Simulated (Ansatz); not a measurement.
**BSiN+ (doublet): from Hartree-Fock to the top rungs, cc-pVDZ**

One table from this session's results is given with a row withheld; the runs are named, their logs left out.

Method: cc-pVDZ, core rule «outside noble gas», up to 7 orbitals frozen; program: Ansatz 0.2.0, Gaussian basis.

The runs, in order: UHF; CCSD(T) on ROHF; CCSD(T) on UHF; BCCD(T) on ROHF; CISD; CCSDT(Q) on ROHF; CCSDT(Q) on UHF; CASSCF and MRCISD+Q, 9 electrons in 11 orbitals; CASSCF and NEVPT2, 9 electrons in 11 orbitals.

22 further runs of the same task are left out: 2 for a known fault of the program, 10 that didn't finish, 10 set aside as unsound or not needed.

## The system

The geometry is a PBE0/def2-TZVP stationary point (not a proven minimum) of the parent state, kept for this charge and spin.

3 atoms, charge 1, spin multiplicity 2.

Atoms are counted from 1 here; the program's logs count them from 0.

Bond lengths: B1–N2 1.366 Å, N2–Si3 1.578 Å. Angles: B1–N2–Si3 180.0°.

Set-up of the first run:

The input, in.yaml:

```yaml
crystal:
  periodic: [false, false, false]
  atoms:
    - {symbol: B, position_ang: [0.000000, 0.000000, 1.436730]}
    - {symbol: N, position_ang: [0.000000, 0.000000, 0.070506]}
    - {symbol: Si, position_ang: [0.000000, 0.000000, -1.507236]}
basis:
  gaussian: {orbitals: cc-pVDZ}
total_charge: 1
magnetization: {spin_polarized: true, initial_magnetization: 1}
hamiltonian: {xc: hf}
output: {orbitals: {seedname: orbitals}}
```

On the command line:

```console
> ansatz run in.yaml --threads 1 --pin off --events-out ev --progress --plain --max-ram 2393MiB
```

Among the steps run: UHF; CCSD(T) on ROHF; CCSD(T) on UHF; BCCD(T) on ROHF; CISD; CCSDT(Q) on ROHF; CCSDT(Q) on UHF; CASSCF and MRCISD+Q, 9 electrons in 11 orbitals; CASSCF and NEVPT2, 9 electrons in 11 orbitals.

One of the session's tables, all rows but one given; the rest of the session is left out.

| method | from UCCSDT(Q) (kcal/mol) |
| --- | --- |
| ROHF | +184.42 |
| UHF | +183.30 |
| RMP2 | +21.90 |
| UMP2 | +21.43 |
| CISD | ? |
| RCCSD | +9.69 |
| UCCSD | +9.69 |
| RCCSD(T) | +1.46 |
| UCCSD(T) | +1.48 |
| BCCD(T) | +1.38 |
| RCCSDT | +0.83 |
| UCCSDT | +0.83 |
| RCCSDT(Q) | +0.13 |
| UCCSDT(Q) | 0 |
| CASSCF valence | +104.61 |
| NEVPT2 valence | +20.54 |
| MRCISD valence | +8.17 |
| MRCISD+Q valence | +2.17 |

Q: Estimate the row for CISD from the others.

As computed: from UCCSDT(Q) (kcal/mol): +24.98. In the column «from UCCSDT(Q) (kcal/mol)» it lies between RMP2 (+21.90) and CASSCF valence (+104.61).

Limits of these values: Restricted and unrestricted rows rest on different reference determinants; where their highest levels disagree by more than a few hundredths of an eV, they describe different states and don't form one ladder.
